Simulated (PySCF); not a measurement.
# CH5N: the cost of one run

Computed with PySCF 2.14.0. Level: levels as typed in each script, gas phase, geometry from GFN2-xTB.

## (1) Starting geometry

SMILES `CN`, 7 atoms, charge 0, spin multiplicity 1.

Bond lengths: C1–N2 1.453 Å, C1–H3 1.090 Å, C1–H4 1.089 Å, C1–H5 1.100 Å, N2–H6 1.015 Å, N2–H7 1.015 Å. Angles: N2–C1–H3 108.6°, N2–C1–H4 108.6°, N2–C1–H5 114.4°, H3–C1–H4 108.4°, H3–C1–H5 108.3°, H4–C1–H5 108.3°, C1–N2–H6 110.2°, C1–N2–H7 110.2°, H6–N2–H7 107.6°.

Geometry (Å):

| atom | x (Å) | y (Å) | z (Å) |
| --- | --- | --- | --- |
| C1 | 0.70297 | 0.00004 | -0.01586 |
| N2 | -0.74311 | -0.00008 | 0.12064 |
| H3 | 1.09860 | -0.88406 | 0.48327 |
| H4 | 1.09890 | 0.88319 | 0.48403 |
| H5 | 1.06198 | 0.00053 | -1.05538 |
| H6 | -1.13793 | -0.81842 | -0.33099 |
| H7 | -1.13764 | 0.81903 | -0.33028 |

## (2) Density, bond paths and surface potential (B3LYP/def2-svpd)

input.py

```python
import numpy as np
from pyscf import gto, scf, dft
from pyscf.scf import atom_ks, atom_hf
from scipy.linalg import block_diag

def solve(mol, dm0=None, hcore=None):
    mf = (dft.UKS if mol.spin else dft.RKS)(mol, xc='b3lyp')
    mf.grids.level = 3
    mf = mf.density_fit(auxbasis='def2-universal-jkfit')
    mf.conv_tol, mf.max_cycle = 1e-8, 80
    if hcore is not None:
        mf.get_hcore = lambda *args: hcore
    mf.kernel(dm0)
    if not mf.converged:
        mf = mf.newton().run(mf.mo_coeff, mf.mo_occ, max_cycle=30)
    assert mf.converged, 'SCF not converged'
    return mf

mol = gto.M(atom='''
C      0.70297     0.00004    -0.01586
N     -0.74311    -0.00008     0.12064
H      1.09860    -0.88406     0.48327
H      1.09890     0.88319     0.48403
H      1.06198     0.00053    -1.05538
H     -1.13793    -0.81842    -0.33099
H     -1.13764     0.81903    -0.33028
''', basis='def2-svpd', charge=0, spin=0, verbose=4)
mf = solve(mol)
mf.analyze()
# spherically averaged free atoms, for the promolecule
atm = atom_ks.get_atm_nrks(mol, xc='b3lyp')
pro = block_diag(*[(atm[a[0]][2] * atm[a[0]][3]) @ atm[a[0]][2].T for a in mol._atom])
np.savez('result.npz', e=mf.e_tot, c=mf.mo_coeff, occ=mf.mo_occ, eps=mf.mo_energy, pro=pro, dip=mf.dip_moment(verbose=0), s2=mf.spin_square()[0])
```

Command:

```sh
OMP_NUM_THREADS=1 python input.py
```

Q: Estimate wall time and peak memory on 1 thread of Intel Xeon Platinum 8488C (Sapphire Rapids), shared host.

About 4.3 s, with a peak of 0.33 GiB.
